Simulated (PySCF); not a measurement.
Molecule: cyclobutanol, C4H8O.

Atom-mapped SMILES (the numbers label the heavy atoms): `[OH:1][CH:2]1[CH2:3][CH2:4][CH2:5]1`; H(Xn) means a hydrogen on atom n. Ha(C3), Ha(C4), Ha(C5) are cis to O1 on the ring; Hb(C3), Hb(C4), Hb(C5) are trans to O1 on the ring.

Geometry PBE0-D3(BJ)/def2-SVP throughout; GIAO in PySCF 2.14, gas phase, one conformer, non-relativistic; equivalent atoms averaged; basis pcSseg-2.

Question: How do the shifts δ (against H2O, TMS at the same level) depend on the functional? (a selection of nuclei; ppm; last column core-seconds on shared hosts with different chips, so compare them loosely; the GGAs took longer than the global hybrids here, which isn't the general rule, and the cause wasn't traced)

Answer: 
```tsv
functional	kind	O1	C3/C5	C4	H(C2)	Hb(C3)/Hb(C5)	Ha(C3)/Ha(C5)	Ha(C4)	Hb(C4)	H(O1)	core-s
HF	Hartree–Fock	43.6	31.7	12.5	3.68	1.93	1.81	1.49	1.26	0.92	28
LDA	LDA	80.0	36.7	11.6	4.50	2.17	1.83	1.57	1.38	0.79	62
PBE	GGA	76.4	36.7	13.7	4.41	2.17	1.81	1.58	1.38	0.63	74
BLYP	GGA	78.7	37.9	14.7	4.39	2.20	1.81	1.61	1.40	0.68	73
BP86	GGA	73.6	36.7	14.0	4.39	2.16	1.82	1.57	1.37	0.60	74
OPBE	GGA	69.4	35.3	14.7	4.37	2.11	1.86	1.55	1.39	0.57	76
KT2	GGA	75.7	37.1	13.8	4.49	2.24	1.89	1.60	1.43	0.64	76
KT3	GGA	73.6	36.8	15.2	4.41	2.21	1.89	1.61	1.44	0.64	76
B97-D	GGA	71.5	36.9	15.2	4.37	2.17	1.85	1.60	1.40	0.68	74
B3LYP	global hybrid	69.6	36.4	14.1	4.20	2.12	1.83	1.58	1.36	0.71	45
PBE0	global hybrid	65.2	35.1	13.2	4.18	2.07	1.84	1.54	1.34	0.67	46
mPW1PW91	global hybrid	64.0	35.2	13.6	4.16	2.06	1.84	1.53	1.34	0.65	47
WP04	global hybrid	58.8	36.8	17.5	3.99	2.01	1.85	1.54	1.32	0.82	31
B97-2	global hybrid	63.8	35.2	14.1	4.17	2.08	1.84	1.55	1.35	0.67	30
BHandHLYP	global hybrid	59.2	34.6	13.3	3.99	2.04	1.84	1.55	1.32	0.80	29
CAM-B3LYP	range-separated hybrid	65.4	35.5	13.1	4.14	2.09	1.84	1.57	1.35	0.76	40
wB97X-D	range-separated hybrid	60.2	34.8	13.4	4.07	2.02	1.81	1.52	1.29	0.69	74
LC-wPBE	range-separated hybrid	55.4	33.4	12.2	4.02	1.99	1.82	1.51	1.28	0.68	50
```

Question: Which nucleus among those listed moves most, in ppm?

Answer: O1 (alcohol oxygen): from 43.6 ppm with HF to 80.0 ppm with LDA. The smallest spread is 0.09 ppm, at Ha(C3)/Ha(C5). Proton shifts span only some 12 ppm, so a few tenths of a ppm matter as much there as several ppm in carbon.
